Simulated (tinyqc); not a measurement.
Inside a calculation. Method: Pariser-Parr-Pople SCF with singles CI, for the molecule O=CC1=CC=C1 (SMILES; centres numbered as the heavy atoms are written). Computed by tinyqc, a small Python program that keeps every step. Settings: charge = 0, gamma = Ohno, start = huckel, damping = 0, iteration cap = 86, excitations kept = 9. Command: `OMP_NUM_THREADS=1 python tinyqc.py 27648 27649 out.jsonl` (the two numbers bound the seeds that draw the settings). One thread of a shared host (Intel(R) Xeon(R) Processor @ 2.60GHz), about 0.01 s of CPU time with the checks. Later iterations appear only in the table of the cycle.

## PPP integrals

Centres (angstrom, eV; a flat drawing with bonds scaled to 1.40 angstrom):

| centre | x | y | core charge z | W | gamma_rr |
|---|---|---|---|---|---|
| 1O | -2.36500 | 0.40600 | 1 | 17.02000 | 12.95000 |
| 2C | -1.37200 | -0.58100 | 1 | 12.18000 | 11.03000 |
| 3C | -0.02100 | -0.21500 | 1 | 12.18000 | 11.03000 |
| 4C | 1.19300 | -0.91200 | 1 | 12.18000 | 11.03000 |
| 5C | 1.89000 | 0.30200 | 1 | 12.18000 | 11.03000 |
| 6C | 0.67600 | 0.99900 | 1 | 12.18000 | 11.03000 |

Resonance integrals (eV):

| i | j | beta |
|---|---|---|
| 1 | 2 | -2.45000 |
| 2 | 3 | -2.39000 |
| 3 | 4 | -2.39000 |
| 4 | 5 | -2.39000 |
| 5 | 6 | -2.39000 |
| 6 | 3 | -2.39000 |

Ohno: gamma = 14.399645/sqrt(R^2 + a^2), a = 2 x 14.399645/(gamma_rr + gamma_ss); H_rr = -W_r - sum_(s != r) z_s gamma_rs; H_rs = beta for bonds.

repulsion gamma_rs (eV), lower triangle:
```
          1O        2C        3C        4C        5C        6C
1O  12.95000
2C   7.80638  11.03000
3C   5.32142   7.52324  11.03000
4C   3.61818   4.97039   7.52278  11.03000
5C   3.25602   3.97473   6.07221   7.52278  11.03000
6C   4.33346   4.96982   7.52278   6.07221   7.52278  11.03000
```

core matrix H (eV), lower triangle:
```
           1O         2C         3C         4C         5C         6C
1O  -41.35546
2C   -2.45000  -41.42455
3C    0.00000   -2.39000  -46.14243
4C    0.00000    0.00000   -2.39000  -41.88634
5C    0.00000    0.00000    0.00000   -2.39000  -40.52852
6C    0.00000    0.00000   -2.39000    0.00000   -2.39000  -42.60105
```

## Starting guess

pi electrons, sum of z_r less the charge = 6

Orbitals of the Hueckel matrix of the beta values.

P at the start, lower triangle:
```
          1O        2C       3C        4C       5C       6C
1O   0.74347
2C   0.80429   1.00000
3C   0.26297   0.54283  0.73043
4C  -0.36712   0.00000  0.67740   1.39784
5C  -0.26297  -0.24176  0.26957   0.29967  0.73043
6C   0.11928   0.00000  0.17879  -0.39784  0.79828  1.39784
```

## Iteration 1: Fock matrix

F_rr = H_rr + P_rr gamma_rr / 2 + sum_(s != r) P_ss gamma_rs; F_rs = H_rs - P_rs gamma_rs / 2; E = tr P (H + F) / 2 + core repulsion sum_(r<s) z_r z_s gamma_rs.

F (eV), lower triangle:
```
           1O        2C        3C        4C        5C        6C
1O  -11.35481
2C   -5.58930  -7.81251
3C   -0.69969  -4.43193  -5.16802
4C    0.66415   0.00000  -4.93798  -7.03921
5C    0.42812   0.48047  -0.81845  -3.51719  -4.63818
6C   -0.25846   0.00000  -3.06251   1.20787  -5.39266  -7.22270
```

pi energy = -85.93564 eV

## Iteration 1: orbitals and new P

Diagonalise F (the basis is taken as orthonormal) and form P = 2 sum c c over the lowest orbitals.

orbital energies (eV): -16.76060  -13.95862  -9.28557  -5.15537  -1.13128  3.05600

P after iteration 1, lower triangle:
```
          1O        2C       3C        4C       5C       6C
1O   1.25445
2C   0.84688   0.78567
3C   0.10796   0.42162  0.70840
4C  -0.40489   0.20348  0.78943   1.21029
5C  -0.16035  -0.09398  0.29940   0.18800  0.66476
6C   0.12942  -0.09415  0.11274  -0.30314  0.85328  1.37643
```

## Iteration 2: Fock matrix

As before.

F (eV), lower triangle:
```
           1O        2C        3C        4C        5C        6C
1O  -10.82172
2C   -5.75552  -6.47095
3C   -0.28725  -3.97597  -6.15347
4C    0.73248  -0.50568  -5.35935  -8.07974
5C    0.26105   0.18677  -0.90901  -3.09716  -5.89417
6C   -0.28042   0.23396  -2.81405   0.92037  -5.59951  -7.99019
```

pi energy = -87.82584 eV

## Iteration 2: orbitals and new P

As before.

orbital energies (eV): -16.52488  -14.48538  -10.48317  -4.57987  -1.30240  1.96546

P after iteration 2, lower triangle:
```
          1O        2C       3C        4C       5C       6C
1O   1.33704
2C   0.85162   0.71796
3C   0.07331   0.37530  0.73976
4C  -0.36363   0.19952  0.84516   1.18574
5C  -0.10250  -0.08139  0.25742   0.12926  0.72249
6C   0.11415  -0.08891  0.07413  -0.24994  0.90713  1.29701
```

## Iteration 3: Fock matrix

As before.

F (eV), lower triangle:
```
           1O        2C        3C        4C        5C        6C
1O  -10.89366
2C   -5.77405  -6.25096
3C   -0.19507  -3.80174  -6.48204
4C    0.65784  -0.49585  -5.56896  -8.06489
5C    0.16686   0.16176  -0.78155  -2.87619  -6.16773
6C   -0.24733   0.22094  -2.66883   0.75884  -5.80207  -7.88565
```

pi energy = -88.08652 eV

## Iteration 3: orbitals and new P

As before.

orbital energies (eV): -16.55613  -14.52416  -10.71191  -4.47089  -1.31747  1.83561

P after iteration 3, lower triangle:
```
          1O        2C       3C        4C       5C       6C
1O   1.37002
2C   0.85227   0.69241
3C   0.04366   0.35977  0.79324
4C  -0.34466   0.19064  0.88352   1.13535
5C  -0.06788  -0.08115  0.20789   0.08879  0.77720
6C   0.10683  -0.08161  0.04564  -0.19508  0.94237  1.23178
```

## Convergence

Stop when output and input P, before any damping, agree to 1e-7.

Course of the cycle:

| iteration | E (eV) | largest \|P(out) - P(in)\| |
|---|---|---|
| 1 | -85.9356353 | 5.11e-01 |
| 2 | -87.8258369 | 8.26e-02 |
| 3 | -88.0865233 | 6.52e-02 |
| 4 | -88.2319726 | 6.04e-02 |
| 5 | -88.3386649 | 5.58e-02 |
| 6 | -88.4207634 | 5.03e-02 |
| 7 | -88.4837751 | 4.45e-02 |
| 8 | -88.5316634 | 3.89e-02 |
| 9 | -88.5678106 | 3.38e-02 |
| 10 | -88.5950306 | 2.93e-02 |
| 11 | -88.6155534 | 2.54e-02 |
| ... | ... | ... |
| 76 | -88.6854077 | 4.89e-05 |
| 77 | -88.6854077 | 4.49e-05 |
| 78 | -88.6854078 | 4.13e-05 |
| 79 | -88.6854079 | 3.80e-05 |
| 80 | -88.6854079 | 3.50e-05 |
| 81 | -88.6854079 | 3.22e-05 |
| 82 | -88.6854080 | 2.96e-05 |
| 83 | -88.6854080 | 2.72e-05 |
| 84 | -88.6854080 | 2.50e-05 |
| 85 | -88.6854080 | 2.30e-05 |
| 86 | -88.6854081 | 2.12e-05 |

Not converged within 86 iterations: the residual falls steadily but slowly, by a factor of about 0.92 a step. Reruns (cap 100 unless said): damping 0.5: not converged; the original settings with a cap of 400: converged in 151 (E = -88.68541).
